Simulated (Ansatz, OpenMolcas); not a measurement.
How methods differ on SiHCl (SMILES [SiH]Cl)

SiHCl: 3 atoms, total charge 0, spin state singlet. As SMILES, `[SiH]Cl`. The shape is that of a PBE0-D4/def2-TZVP optimisation.

```xyz
3

Si   -0.5483    0.5710   -0.2339
Cl    1.2754    0.3528    0.7362
H    -0.7271   -0.9238   -0.5023
```

Each level gives the electronic atomisation energy (eV). The values are calculated. Electronic energies at fixed atoms, without zero-point motion or spin-orbit coupling.

```tsv
level	kind	program	value (eV)	CPU time (all runs)
SVWN5/cc-pVTZ	LDA	OpenMolcas	8.68	36 s
BLYP/cc-pVTZ	GGA	OpenMolcas	7.51	42 s
PBE/cc-pVTZ	GGA	OpenMolcas	7.67	43 s
TPSS/cc-pVTZ	meta-GGA	OpenMolcas	7.76	57 s
PBE0/cc-pVTZ	global hybrid	Ansatz	7.53	5.4 s
r2SCAN0/cc-pVTZ	hybrid meta-GGA	Ansatz	7.46	12 s
wB97X/cc-pVTZ	range-separated hybrid	Ansatz	7.66	21 s
PBE-QIDH/cc-pVTZ	double hybrid	Ansatz	7.51	8.7 s
RPA@PBE0/cc-pVTZ	RPA	Ansatz	7.12	7.7 s
CCSD/cc-pVTZ	coupled cluster or CI	Ansatz	7.25	4.5 s
```

The values span 7.12 to 8.68 eV. Times are those of the runs behind each value, whatever else they computed, on shared processors of several kinds: orders of magnitude only.
